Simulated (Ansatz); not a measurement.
C4H7N can be A, `CC#CNC`, or B, `C=CC(=C)N`.

Gas-phase electronic energies from Ansatz, PBE0-D4/def2-TZVP geometries. CBS: MP2 limit from def2 TZ/QZ plus the TZ coupled-cluster correction, frozen cores. DFT in def2-TZVPP. B3LYP here is the variant with VWN-RPA as its local correlation; programs differ in this. Each species was taken in one conformer, which may not be the lowest.

A:

```xyz
12

C    -0.199   -2.507    0.602
C     0.045   -1.182    0.061
C     0.249   -0.089   -0.401
N     0.416    1.135   -0.933
C    -0.147    2.263   -0.211
H     0.741   -3.033    0.793
H    -0.733   -2.443    1.554
H    -0.798   -3.125   -0.074
H     1.347    1.300   -1.285
H    -0.002    3.169   -0.801
H     0.299    2.407    0.781
H    -1.219    2.105   -0.085
```

B:

Z-matrix (Å, degrees):
```
C
C 1 1.331
H 1 1.083 2 121.0
H 1 1.084 2 122.3 3 -178.1
C 2 1.461 1 125.7 3 -179.6
H 2 1.085 1 119.5 3 0.4
N 5 1.387 2 116.6 1 5.8
C 5 1.342 2 119.9 1 -171.2
H 7 1.008 5 114.4 2 38.7
H 7 1.007 5 114.3 2 169.3
H 8 1.084 5 122.0 2 -179.9
H 8 1.081 5 120.3 2 2.2
```

Which isomer does CCSD(T)/CBS put lower? Give the gap. (Estimate.)

Ansatz gave: B, by 109.9 kJ/mol.

Give E(B) − E(A) in kJ/mol with B2PLYP, PBE0-D4, B3LYP-D4, PBE-D4, ωB97M-V, r2SCAN-D4, CCSD(T)/def2-TZVPP. (Estimate.)

The calculation gave: B2PLYP -101.2, PBE0-D4 -106.7, B3LYP-D4 -108.8, PBE-D4 -109.4, ωB97M-V -104.8, r2SCAN-D4 -114.3, CCSD(T)/def2-TZVPP -108.9. None reverses the order clearly.

Largest T1 diagnostic: 0.012.

In def2-TZVPP, CCSD(T) changes the Hartree–Fock value by −14.2 kJ/mol (the triples alone add −4.6 kJ/mol) and MP2 by −4.6 kJ/mol. The D4 term adds −6.6 kJ/mol with B3LYP and −3.3 kJ/mol with PBE0; it sums over pairs of atoms, weighted by their polarisabilities, and B3LYP, whose exchange is more repulsive, gets the larger term.
